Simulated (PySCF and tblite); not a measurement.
Results of a calculation; reference values are marked as such.
C3H6O, numbered as in [OH:1][CH:2]1[CH2:3][CH2:4]1.

The ensemble was built from 60 distance-geometry starts (ETKDG and KDG, MMFF94s, GFN2-xTB) and rests on GFN2-xTB geometries. Energies: B3LYP-D3(BJ)/def2-SVP (IEF-PCM, chloroform), with GFN2-xTB thermal terms (modes under about 100 cm⁻¹ blended into free rotors). Symmetry numbers and mirror images are counted. Conformers within 3 kcal/mol (GFN2-xTB free energy) were kept, 10 at most. Programs: PySCF with density fitting and tblite.

Torsions listed: H1–O1–C2–C3. Of a mirror pair one member is shown.

| conformer | shape | symmetry |
| --- | --- | --- |
| 1 | -36° | Cs |
| 2 | -142° | C1 (pair) |

Problem. Which of these conformers is the most populated at 298.15 K, and with what share?

Solution. Conformer 2, about 98 %.

Problem. Give the DFT energies and free energies relative to the lowest, and all weights.

Solution. 
```csv
conformer,shape,E(DFT) kcal/mol,G(298.15 K) kcal/mol,weight %
1,-36°,1.66,2.33,1.9
2,-142°,0.00,0.00,98.1
```

Problem. How does its share change from 220 K to 380 K?

Solution. From 99 % to 96 %; the mixing entropy goes from 1.45 to 1.64 cal/(mol K).
